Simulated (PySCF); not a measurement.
## Computed χzz against gas-phase spectroscopy

Values to reproduce (atoms as numbered below): 14N at N2: χzz = 0.96 MHz [1].
[1] measured, gas; W. C. Bailey, Calculation of NQCC in Gaseous State Molecules (compilation of microwave values)

Compound: isocyanodiacetylene, C5HN.
Numbering: `[C-:1]#[N+:2][C:3]#[C:4][C:5]#[CH:6]` (hydrogens: H7 on C6)

Geometry (PBE0-D3(BJ)/def2-SVP, Å), atoms numbered from 1 in this order:
```xyz
7
C5HN angstrom
C      3.2815   -0.8429    1.6873
N      2.2375   -0.5749    1.1911
C      1.0937   -0.2812    0.6475
C      0.0199   -0.0054    0.1374
C     -1.1814    0.3034   -0.4328
C     -2.2526    0.5787   -0.9411
H     -3.1986    0.8222   -1.3898
```

What do the calculations give?

PySCF, non-relativistic, all at one geometry, with Q(14N) = 0.02044 b:

```csv
level,functions,14N N2 (MHz),computed/reference − 1 (%)
B3LYP/6-31G-J,76,1.725,+79.7
B3LYP/pcJ-0,81,2.194,+128.6
B3LYP/6-31G*,86,1.450,+51.1
B3LYP/pcJ-1,172,1.232,+28.3
B3LYP/def2-TZVP,192,0.776,-19.2
B3LYP/cc-pVTZ,194,0.753,-21.5
B3LYP/aug-cc-pVTZ-J,296,0.854,-11.0
B3LYP/pcJ-2,330,0.879,-8.4
B97-2/pcJ-1,172,1.394,+45.2
BHandHLYP/pcJ-1,172,1.253,+30.6
CAM-B3LYP/pcJ-1,172,1.284,+33.8
KT2/pcJ-1,172,1.315,+37.0
LDA/pcJ-1,172,1.147,+19.4
PBE/pcJ-1,172,1.299,+35.3
PBE0/pcSseg-1,107,1.182,+23.2
PBE0/pcJ-1,172,1.302,+35.6
```

Closest here is B3LYP/pcJ-2 (8.4 % unsigned error), furthest B3LYP/pcJ-0 (128.6 %); one molecule doesn't rank methods. Computed values are for fixed nuclei, while measured ones can include vibrational averaging.
